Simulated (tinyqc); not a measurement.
Inside a calculation. Method: UHF in the sto-3g basis, for BH, spin multiplicity 3. One step of it, computed by the program tinyqc.

Problem. Iteration 3: DIIS coefficients. Solve [B -1; -1 0][c; lambda] = [0; -1] for the coefficients, which sum to one.

B (overlaps of the stored error matrices), lower triangle:
```
,1,2,3
1,1.9346265e-02
2,-8.4267749e-03,1.9646489e-02
3,-4.7114158e-03,1.2653059e-02,8.7683219e-03
```

Give: DIIS coefficients.

Solution.

DIIS coefficients: 0.2101  -0.7360  1.5260
